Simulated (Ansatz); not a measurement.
We consider bcc Mo, described by r²SCAN (plane waves, PAW; Ansatz, a quantum-chemistry and plane-wave program).

Run with plane-wave cutoff 500 eV, 22×22×1 k mesh (along the axes of the cell as run), Fermi–Dirac smearing 0.1 eV, scalar-relativistic PAW data made under PBE.

Problem. Predict the surface energy of the (110) face and work function of the (110) face.

Solution. 
surface energy of the (110) face: 3.03 J/m²
work function of the (110) face: 4.58 eV

The slab of 6 atoms is relaxed and unreconstructed.

Static lattice: no zero-point or thermal effects.

Computing time: very roughly 30 core-minutes.
